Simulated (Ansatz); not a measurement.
`CCC(O)S`. The species carries charge 0 and has multiplicity 1. All single points use the PBE0-D4/def2-TZVP geometry. It is one conformer, not always the lowest.

```xyz
13

C    -0.957    1.374   -0.488
C     0.318    0.781    0.087
C     0.230   -0.723    0.252
O    -0.047   -1.282   -1.003
S     1.803   -1.327    0.969
H    -0.864    2.457   -0.592
H    -1.812    1.174    0.164
H    -1.177    0.953   -1.469
H     1.167    1.004   -0.568
H     0.539    1.218    1.063
H    -0.555   -0.974    0.975
H     0.062   -2.234   -0.949
H     1.293   -2.420    1.558
```

(1) What is the dipole moment at r2SCAN/def2-TZVPP? (Best estimate.)

(2) And with PBE, B3LYP, ωB97M-V? (An estimate is asked.)

(3) Give the Mulliken charges with r2SCAN, PBE, B3LYP in def2-TZVPP. (Best estimate.)

## Answers

(1) The calculation gave: 1.55 D, with components (-1.17, -0.73, 0.72) D in this frame, pointing from negative to positive charge.

(2) Ansatz gave: PBE 1.49 D, B3LYP 1.52 D, ωB97M-V 1.53 D.

(3) The calculation gave: 
```tsv
atom	r2SCAN	PBE	B3LYP
C1	-0.15	-0.26	-0.26
C2	0.01	-0.08	-0.07
C3	0.15	0.06	0.10
O4	-0.33	-0.27	-0.31
S5	-0.21	-0.21	-0.19
H6	0.04	0.08	0.08
H7	0.03	0.07	0.07
H8	0.07	0.10	0.10
H9	0.03	0.07	0.07
H10	0.03	0.07	0.07
H11	0.04	0.08	0.08
H12	0.19	0.17	0.17
H13	0.09	0.10	0.09
```

B3LYP here is the variant with VWN-RPA as its local correlation; programs differ in this.
